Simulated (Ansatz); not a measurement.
# C3H6FN: the cost of one run

Method: RKS B3LYP/6-31G, in Ansatz 0.2.0.

## 1. The structure to begin with

Bond lengths: N1–C2 1.388 Å, C2–F3 1.370 Å, C2–C4 1.473 Å, C2–C5 1.510 Å, C4–C5 1.430 Å, N1–H6 1.030 Å, N1–H7 1.039 Å, C4–H8 1.106 Å, C4–H9 1.110 Å, C5–H10 1.098 Å, C5–H11 1.053 Å. Angles (14 of 21 angles, heavy atoms first): N1–C2–F3 113.9°, N1–C2–C4 121.9°, N1–C2–C5 119.0°, F3–C2–C4 116.2°, F3–C2–C5 117.2°, C4–C2–C5 57.3°, C2–C4–C5 62.7°, C2–C5–C4 60.1°, C2–N1–H6 113.7°, C2–N1–H7 109.9°, C2–C4–H8 116.6°, C2–C4–H9 114.6°, C5–C4–H8 118.4°, C5–C4–H9 121.5°.

As a file:

```xyz
11

N    -0.5830    1.3963    0.1320
C    -0.0877    0.1321    0.4198
F    -0.0431   -0.1543    1.7584
C    -0.2989   -1.0117   -0.4834
C     1.0103   -0.4387   -0.4455
H    -0.0708    2.1584    0.5997
H    -1.5281    1.5098    0.5492
H    -0.9276   -0.8292   -1.3749
H    -0.5287   -1.9694    0.0286
H     1.7873   -0.9935    0.0970
H     1.3357    0.1431   -1.2603
```

## 2. End point A

Input file input.yaml:

```yaml
crystal:
  periodic: [false, false, false]
  atoms:
    - { symbol: "N", position_ang: [-0.583, 1.3963, 0.132] }
    - { symbol: C, position_ang: [-0.0877, 0.1321, 0.4198] }
    - { symbol: F, position_ang: [-0.0431, -0.1543, 1.7584] }
    - { symbol: C, position_ang: [-0.2989, -1.0117, -0.4834] }
    - { symbol: C, position_ang: [1.0103, -0.4387, -0.4455] }
    - { symbol: H, position_ang: [-0.0708, 2.1584, 0.5997] }
    - { symbol: H, position_ang: [-1.5281, 1.5098, 0.5492] }
    - { symbol: H, position_ang: [-0.9276, -0.8292, -1.3749] }
    - { symbol: H, position_ang: [-0.5287, -1.9694, 0.0286] }
    - { symbol: H, position_ang: [1.7873, -0.9935, 0.097] }
    - { symbol: H, position_ang: [1.3357, 0.1431, -1.2603] }
basis:
  gaussian: { orbitals: "6-31G" }
hamiltonian:
  xc: b3lyp
relax:
  f_tol: 0.015
  max_steps: 40
```

Run with:

```sh
$ ansatz run input.yaml --threads 1 --pin off --max-ram 2048MiB --backend cpu --events-out ev --progress --plain --runs-dir out
```

**Question.** How long does this run take on 1 thread of AMD EPYC (Zen 3), shared host, and how much memory does it need?

About 55 s, with a peak of 0.14 GiB.
